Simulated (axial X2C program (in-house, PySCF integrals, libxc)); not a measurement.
# FBF⁺: bond lengths and stretches, held linear

One table from this session's results is given with a row withheld; the runs are named, their logs left out.

Computed with an in-house X2C program for linear molecules on PySCF integrals. Level: all-electron X2C, two-component (2c) or spin-free, F dyall-av3z, B dyall-v3z.

All values are calculated.

1 further run of the same task is left out (set aside as unsound or not needed).

The first run:

File task.json:

```json
{"zs": [9, 5, 9], "q": 1, "bas": ["dyall-av3z", "dyall-v3z", "dyall-av3z"], "r0": [1.49, 1.49], "symm": 1, "scan": ["PBE0", "HF", "BHandHLYP"], "levels": ["PBE0", "HF", "PBE"], "nst": 2}
```

Keys: zs atomic numbers; q charge; bas basis sets; r0 starting distance in Å; symm equal bonds; scan levels of the two-bond scan (MP2 follows by itself at each HF point); levels methods; nst determinants followed.

Run with:

```bash
> python solin.py task.json out
```

Masses F 18.998, B 11.009, F 18.998 u.

Among the steps run: Scan at PBE0, 2c; Scan at HF, 2c; Scan at BHandHLYP, 2c.

One table of the session follows, with a row left open; its other results are not shown here.

| level | r(F–B) (Å) | r(B–F) (Å) | lower stretch (cm⁻¹) | upper stretch (cm⁻¹) |
| --- | --- | --- | --- | --- |
| PBE0, 2c | 1.226 | 1.226 | 1032.9 | 2080.2 |
| HF, 2c | 1.211 | 1.211 | 1080.1 | 2167.1 |
| BHandHLYP, 2c | 1.217 | 1.217 | 1056.9 | 2121.9 |
| MP2, 2c | 1.233 | 1.233 | 1020.5 | 2058.9 |
| PBE0, spin-free | 1.226 | 1.226 | 1032.8 | 2080.1 |
| HF, spin-free | 1.211 | 1.211 | 1079.9 | 2166.9 |
| BHandHLYP, spin-free | 1.217 | 1.217 | 1056.8 | 2121.8 |
| MP2, spin-free | ? | ? | ? | ? |

Q: Estimate the row for MP2, spin-free from the others.

The run gave: r(F–B) (Å): 1.233; r(B–F) (Å): 1.233; lower stretch (cm⁻¹): 1020.4; upper stretch (cm⁻¹): 2058.8.

Scans not shown above were run alike.

MP2 freezes inner shells (threshold -2 hartree). The molecule was held linear; bending was not examined, so a bent shape may lie lower.
